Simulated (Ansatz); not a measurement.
The input, for Ansatz 0.2.0:

```yaml
crystal:
  periodic: [false, false, false]
  atoms:
    - {symbol: Ge, position_ang: [0.000000, 0.010692, 0.271396]}
    - {symbol: C, position_ang: [0.000000, -0.110084, -1.624423]}
    - {symbol: H, position_ang: [0.000001, 1.490409, 0.700986]}
    - {symbol: H, position_ang: [1.251558, -0.684470, 0.832348]}
    - {symbol: H, position_ang: [-1.251558, -0.684469, 0.832348]}
    - {symbol: H, position_ang: [0.000000, 0.419749, -2.567788]}
basis:
  gaussian: {orbitals: def2-SVP}
total_charge: 1
magnetization: {spin_polarized: true, initial_magnetization: 3}
correlation: {method: bccd, electrons: outside_noble_gas}
```

```sh
$ ansatz run in.yaml --threads 1 --pin off --events-out ev --progress --plain --max-ram 2393MiB
```

The program prints:

```
665 factors; integrals over basis functions are off by at most 1.3e-3 eV
mean field evaluation 1: about -57541.8435 eV, gradient 1.8e1 eV
mean field evaluation 2: about -57541.8453 eV, gradient 1.8e1 eV
mean field evaluation 4: about -57544.7155 eV, gradient 2.7e0 eV
mean field evaluation 8: about -57544.9225 eV, gradient 5.0e-1 eV
mean field evaluation 16: about -57544.9741 eV, gradient 4.5e-6 eV
mean field evaluation 32: about -57544.9741 eV, gradient 6.3e-3 eV
mean field evaluation 64: about -57545.0319 eV, gradient 2.7e-2 eV
mean field evaluation 96: about -57544.7879 eV, gradient 9.2e-1 eV
mean field evaluation 128: about -57544.6451 eV, gradient 4.5e-1 eV
mean field evaluation 160: about -57544.7967 eV, gradient 2.2e-3 eV
...
cycle  20  -5.52136923 eV  change   -9.8e-6 eV  update   2.0e-4
cycle  21  -5.52133370 eV  change    3.6e-5 eV  update   2.0e-4
cycle  22  -5.52140314 eV  change   -6.9e-5 eV  update   1.9e-4
cycle  23  -5.52139184 eV  change    1.1e-5 eV  update   2.0e-4
cycle  24  -5.52149418 eV  change   -1.0e-4 eV  update   2.0e-4
cycle  25  -5.52103576 eV  change    4.6e-4 eV  update   2.1e-4
cycle  26  -5.51979713 eV  change    1.2e-3 eV  update   1.5e-4
cycle  27  -5.52002667 eV  change   -2.3e-4 eV  update   3.5e-5
cycle  28  -5.51988324 eV  change    1.4e-4 eV  update   2.2e-5
cycle  29  -5.51987216 eV  change    1.1e-5 eV  update   6.4e-6
Total energy: -57550.47275807 eV, -2114.9408647474 hartree
```

Ran on 1 thread of Intel Xeon Platinum 8259CL, shared host: 37 s wall, 0.25 GiB peak host memory.
